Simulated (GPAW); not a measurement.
**BSiH4F (SMILES B[SiH2]F) at PBE/dzp (scalar-relativistic datasets)**

We compute energy and one-electron properties of BSiH4F. The job is set up through an ASE script.

Program for the calculation: GPAW 26.7.0.

5 further runs of the same task are left out: 3 for a known fault of the program, 1 that didn't finish, 1 set aside as unsound or not needed.

### Step 1. Starting point

BSiH4F has 7 atoms, charge 0, and is taken as a singlet. As SMILES, `B[SiH2]F`. Geometry: relaxed at GFN2-xTB.

Bond lengths: B1–Si2 1.949 Å, Si2–F3 1.626 Å, B1–H4 1.169 Å, B1–H5 1.169 Å, Si2–H6 1.467 Å, Si2–H7 1.467 Å. Angles: B1–Si2–F3 110.8°, B1–Si2–H6 117.0°, B1–Si2–H7 116.8°, F3–Si2–H6 101.3°, F3–Si2–H7 101.4°, Si2–B1–H4 122.3°, Si2–B1–H5 120.9°, H6–Si2–H7 107.3°, H4–B1–H5 116.7°.

### Step 2. Energy and one-electron properties at PBE/dzp (scalar-relativistic datasets)

Contents of bfh4si_sp.py:

```python
import numpy as np
from ase import Atoms
from ase.units import Debye
from gpaw import GPAW

atoms = Atoms("BSiFHHHH",
    positions=[[ -0.956040,   0.284130,  -0.688970],
               [  0.602700,  -0.087520,   0.420880],
               [  0.727650,  -1.679500,   0.725870],
               [ -1.670800,  -0.560960,  -1.066490],
               [ -1.221540,   1.378120,  -1.005040],
               [  0.601020,   0.467240,   1.779240],
               [  1.917010,   0.198490,  -0.165490]])
atoms.center(vacuum=4.5)

calculator = GPAW(mode="lcao", basis="dzp", maxiter=150, h=0.18, xc="PBE", txt="-")
atoms.calc = calculator

energy = atoms.get_potential_energy()
print(f"Energy: {energy:.5f} eV")
forces = atoms.get_forces()
print("Forces (eV/Ang)")
for symbol, f in zip(atoms.symbols, forces):
    print(f'{symbol:2} {f[0]:9.4f} {f[1]:9.4f} {f[2]:9.4f}')
dipole = atoms.get_dipole_moment() / Debye
print(f"Dipole: {np.linalg.norm(dipole):.3f} D")
homo, lumo = calculator.get_homo_lumo()
print(f"HOMO = {homo:.3f} eV")
print(f"LUMO                    {lumo:.3f} eV")
print(f"Gap: {lumo - homo:.3f} eV")
```

Launch:

```console
python3 -u bfh4si_sp.py | tee bfh4si_sp.out
```

What values should one expect? Wanted: energy as printed; dipole moment; HOMO energy; LUMO energy; HOMO–LUMO gap; largest force on an atom.

**Answer.** As computed:

Level: PBE/dzp (scalar-relativistic datasets).

| quantity | value |
| --- | --- |
| energy as printed (from the program's reference atoms) | -28.1018 eV |
| dipole moment | 1.80 D |
| HOMO energy | -7.32 eV |
| LUMO energy | -3.80 eV |
| HOMO–LUMO gap | 3.52 eV |
| largest force on an atom | 1.453 eV/Å |

What this shows: The largest force is 1.45 eV/Å: the shape isn't a stationary point for this species at this level.
